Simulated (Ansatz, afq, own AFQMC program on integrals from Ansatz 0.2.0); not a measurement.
**AlB, triplet → AlB⁺, doublet**

```
atom   x (Å)   y (Å)   z (Å)
   B  0.0000  0.0000  0.0000
  Al  0.0000  0.0000  2.0234
```

E(doublet, charge +1) − E(triplet, charge +0) at this geometry, on UHF and UHF determinants.

Basis cc-pVDZ. Noble-gas cores (and the filled d shells of Ga–Kr and In–Xe) are frozen. Integrals, coupled cluster, full CI and functionals: Ansatz 0.2.0; the random walks run on the same integrals in our own AFQMC program. ph-AFQMC/CISD is guided by a CISD state made of CCSD amplitudes; releasing the constraint for a short imaginary time cuts its bias at the price of noise, slowly where states lie close. Error bars are statistical, one sigma. The errors of all members are added in quadrature.

Full CI on the same integrals is exact in this basis and with this determinant's frozen core.

Errors are counted within cc-pVDZ, not against nature.

Cautions: AlB (triplet): an unrestricted solution with more broken spin lies lower, strong correlation (T1 0.085, weight of the determinant 0.78, largest double 0.18), (T) is large, 7 % of the CCSD correlation, unrestricted determinant spin contaminated (⟨S²⟩ 2.15 against 2.00), the released energies have errors that jump between times, so the bars are unsure, so no released level is given (meV from the phaseless value at times in 1/Eh: -12 ± 3 at 0.24, -17 ± 3 at 0.51, -46 ± 16 at 0.99, -42 ± 3 at 1.62, -56 ± 11 at 2.40), its ph-AFQMC/CISD value lies 79 ± 3 meV above full CI; AlB⁺ (doublet): strong correlation (T1 0.113, weight of the determinant 0.74, largest double 0.23), (T) is large, 6 % of the CCSD correlation, unrestricted determinant spin contaminated (⟨S²⟩ 1.52 against 0.75), CCSD(T) is in doubt: in a space of 5 electrons in 8 natural orbitals full CI lies 82 meV below it, the released energies have errors that jump between times, so the bars are unsure, so no released level is given (meV from the phaseless value at times in 1/Eh: -8 ± 7 at 0.24, -22 ± 7 at 0.51, -79 ± 52 at 0.99, -40 ± 6 at 1.62, -43.4 ± 2.0 at 2.40), the ph-AFQMC/CISD walk drifts between its halves (3.0 errors), its ph-AFQMC/CISD value lies 49.9 ± 2.3 meV above full CI.

Reference (full CI): 7.625 eV.

```
        level  vertical ionization energy (eV)  error against FCI (eV)
           HF                            6.339                  -1.287
          MP2                            7.505                  -0.120
         CCSD                            7.571                  -0.055
      CCSD(T)                            7.662                   0.037
        CCSDT                            7.615                  -0.010
     CCSDT(Q)                            7.624                  -0.002
       CCSDTQ                            7.625                  -0.001
ph-AFQMC/CISD                    7.597 ± 0.004          -0.029 ± 0.004
```

Correlation beyond CCSD(T) takes off 0.037 eV. The perturbative (T) step is worth +0.091 eV. Where the cautions show a poor determinant, the low rows tell how each method copes with it, not its usual error.

CCSDT and higher add their correlation energy to the determinant of the CCSD(T) run, since their own runs factorise the integrals more tightly (a shift of under 2 meV). A walk keeps the symmetry of its determinant, which the program's search chose and which needn't be the lowest solution, so a lower state of the same spin and another symmetry isn't excluded.
